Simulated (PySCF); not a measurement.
Gas-phase reaction: P₂ + 3 SiH₄ = 2 H₃SiPH₂ + SiH₂

Energies from PySCF, thermal terms from the rigid-rotor harmonic-oscillator model, ideal gas at 1 bar. † marks an energy on the PBE0/def2-TZVP geometry and frequencies. MP2 and CCSD(T) freeze the core. All species are closed-shell singlets. MP2 isn't extrapolated to the basis-set limit; its ΔH°(298 K) is 142.9 kJ in def2-SVP and 119.3 kJ in def2-TZVPP. CCSD(T) isn't extrapolated to the basis-set limit; its ΔH°(298 K) is 121.3 kJ in def2-SVP and 95.4 kJ in def2-TZVPP. The harmonic model lacks anharmonicity and excited electronic states, which grow with temperature; levels with a mode under 35 cm⁻¹ are left out. Internal rotation in H₃SiPH₂ is treated as a harmonic vibration of one conformer, which makes the entropy rough.

ΔH° and ΔS° at 298 K: BLYP/def2-TZVP† 108 kJ, -65 J/K; CCSD(T)/def2-SVP† 121 kJ, -65 J/K; CCSD(T)/def2-TZVPP† 95 kJ, -65 J/K; M06-2X/def2-TZVP† 79 kJ, -65 J/K; MP2/def2-SVP† 143 kJ, -65 J/K; MP2/def2-TZVPP† 119 kJ, -65 J/K.

### Question
With the heat capacities included, give log10 K (1 bar) at 600, 800, 1200, 1800, 2000 K from BLYP/def2-TZVP†, CCSD(T)/def2-SVP†, CCSD(T)/def2-TZVPP†, M06-2X/def2-TZVP†, MP2/def2-SVP†, MP2/def2-TZVPP†.

### Answer
```tsv
T (K)	BLYP/def2-TZVP†	CCSD(T)/def2-SVP†	CCSD(T)/def2-TZVPP†	M06-2X/def2-TZVP†	MP2/def2-SVP†	MP2/def2-TZVPP†
600	-12.6	-13.8	-11.5	-10.1	-15.6	-13.6
800	-10.1	-11.0	-9.3	-8.2	-12.4	-10.9
1200	-7.5	-8.1	-7.0	-6.2	-9.0	-8.0
1800	-5.7	-6.1	-5.3	-4.9	-6.7	-6.0
2000	-5.3	-5.7	-5.0	-4.6	-6.2	-5.6
```
